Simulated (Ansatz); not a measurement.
`[CH3][MgH]` + CH₃OH → `C[O][MgH]` + CH₄ at 700 K and 1 bar (ligand exchange at a Mg–C bond).

Program: Ansatz. Geometries: PBE0-D4/def2-TZVP. ΔE: electronic, gas phase. CCSD(T)/CBS is the MP2 limit (def2-TZVPP, def2-QZVPP) plus CCSD(T) − MP2 in def2-TZVPP, frozen cores. This one scheme is used for every species. For Mg outer-core shells are correlated without core-valence functions, which leaves a few kJ/mol of doubt a bond.

| species | CCSD(T)/CBS energy (Eh) | H − E (kJ/mol) | S (J/(mol·K)) |
| --- | --- | --- | --- |
| `[CH3][MgH]` | -240.32644 | 147.8 | 316.2 |
| CH₃OH | -115.61712 | 170.8 | 288.5 |
| `C[O][MgH]` | -315.53638 | 173.4 | 358.4 |
| CH₄ | -40.46206 | 145.9 | 224.0 |

H − E and S are ideal-gas, rigid-rotor, harmonic terms from PBE0-D4/def2-TZVP. 1 Eh = 2625.50 kJ/mol, R = 8.31446 J/(mol·K).

**Question.** By hand: ΔE, ΔH, ΔS and ΔG.

**Answer.** ΔE = (-315.53638) + (-40.46206) − (-240.32644) − (-115.61712) = -0.05488 Eh = -144.1 kJ/mol. Δ(H − E) = 173.4 + 145.9 − 147.8 − 170.8 = 0.7, so ΔH = -143.4 kJ/mol. ΔS = 358.4 + 224.0 − 316.2 − 288.5 = -22.3 J/(mol·K). ΔG = -143.4 − 700 × (-22.3)/1000 = -127.8 kJ/mol.

**Question.** By hand: the equilibrium constant, and the temperature at which ΔG would vanish if ΔH and ΔS stayed fixed.

**Answer.** log₁₀ K = −ΔG/(RT ln 10) = 9.5. ΔG = 0 at ΔH/ΔS = 6430 K, far beyond where these terms or the molecules hold.

ΔH outweighs TΔS. A doubt of 5 kJ/mol in ΔE shifts log₁₀ K by 0.4 here. These are equilibria of isolated gas molecules and say nothing of rates. Largest T1 diagnostic: 0.011 (customary marks: 0.02 for closed shells, 0.045 for open ones).
